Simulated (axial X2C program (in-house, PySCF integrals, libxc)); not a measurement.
# AlCO⁺: bond lengths and stretches, held linear

Aim: the two bond lengths and stretching wavenumbers of linear AlCO⁺, with and without spin–orbit coupling, at PBE0, PBE.

Method: all-electron X2C, two-component (2c) or spin-free, Al dyall-v3z, C dyall-v3z, O dyall-av3z; program: an in-house X2C program for linear molecules on PySCF integrals.

All values are calculated.

1 further run of the same task is left out (set aside as unsound or not needed).

**1. Input**

Input file task.json:

```json
{"zs": [13, 6, 8], "q": 1, "bas": ["dyall-v3z", "dyall-v3z", "dyall-av3z"], "r0": [1.96, 1.13], "symm": 0, "scan": ["PBE0", "HF", "PBE"], "levels": ["PBE0", "HF", "TPSSh"], "nst": 2}
```

Keys: zs atomic numbers; q charge; bas basis sets; r0 starting distance in Å; symm equal bonds; scan levels of the two-bond scan; levels methods; nst determinants followed.

Launch:

```sh
$ python solin.py task.json out
```

Masses Al 26.982, C 12.000, O 15.995 u.

**2. Scan at PBE0, 2c**

State: Ω = 0 (all partner blocks equally filled). Energies above the lowest point, from the job's result record:

```tsv
r(Al–C) (Å)	r(C–O) (Å)	E (meV)
2.6910	1.0881	52.02
2.6910	1.1160	2.76
2.6910	1.1439	57.01
2.7600	1.0881	50.55
2.7600	1.1160	0.00
2.7600	1.1439	52.98
2.7600	1.1718	191.00
2.8290	1.0881	54.74
2.8290	1.1160	2.95
2.8290	1.1439	54.70
2.8980	1.1160	10.30
2.8980	1.1718	196.54
```

A quadratic surface with cubic terms in each bond gives the minimum at 2.756 and 1.115 Å, force constants 0.196, 21.5 and coupling -0.10 mdyn/Å.

**3. Scan at PBE, 2c**

State: Ω = 0 (all partner blocks equally filled). Energies above the lowest point, from the job's result record:

```tsv
r(Al–C) (Å)	r(C–O) (Å)	E (meV)
2.6910	1.0881	96.56
2.6910	1.1160	0.53
2.6910	1.1439	7.03
2.7600	1.0881	97.04
2.7600	1.1160	0.00
2.7600	1.1439	5.51
2.7600	1.1718	95.19
2.8290	1.0881	103.32
2.8290	1.1160	5.29
2.8290	1.1439	9.83
2.8980	1.1160	15.06
2.8980	1.1718	106.47
```

A quadratic surface with cubic terms in each bond gives the minimum at 2.735 and 1.128 Å, force constants 0.213, 19.5 and coupling -0.08 mdyn/Å.

**4. Scan at PBE0, spin-free**

State: M_S = 0, Λ = 0 (closed shell). Energies above the lowest point, from the job's result record:

```tsv
r(Al–C) (Å)	r(C–O) (Å)	E (meV)
2.6910	1.0881	51.88
2.6910	1.1160	2.77
2.6910	1.1439	57.14
2.7600	1.0881	50.41
2.7600	1.1160	0.00
2.7600	1.1439	53.10
2.7600	1.1718	191.23
2.8290	1.0881	54.60
2.8290	1.1160	2.95
2.8290	1.1439	54.82
2.8980	1.1160	10.30
2.8980	1.1718	196.78
```

A quadratic surface with cubic terms in each bond gives the minimum at 2.756 and 1.115 Å, force constants 0.196, 21.5 and coupling -0.10 mdyn/Å.

**5. Comparison**

| level | r(Al–C) (Å) | r(C–O) (Å) | lower stretch (cm⁻¹) | upper stretch (cm⁻¹) |
| --- | --- | --- | --- | --- |
| PBE0, 2c | 2.756 | 1.115 | 154.7 | 2315.4 |
| PBE, 2c | 2.735 | 1.128 | 161.3 | 2205.4 |
| PBE0, spin-free | 2.756 | 1.115 | 154.7 | 2315.4 |
| PBE, spin-free | 2.735 | 1.128 | 161.3 | 2205.5 |

Scans not shown above were run alike.

**Reading.** Over the levels the Al–C bond spans 2.735 to 2.756 Å and the C–O bond 1.115 to 1.128 Å. At PBE0 spin–orbit coupling leaves both bonds unchanged to 0.001 Å. Each state is one determinant, the lowest of a limited PBE0 search; the stretches come from a fit to few points and are good to some per cent at best. The molecule was held linear; bending was not examined, so a bent shape may lie lower.
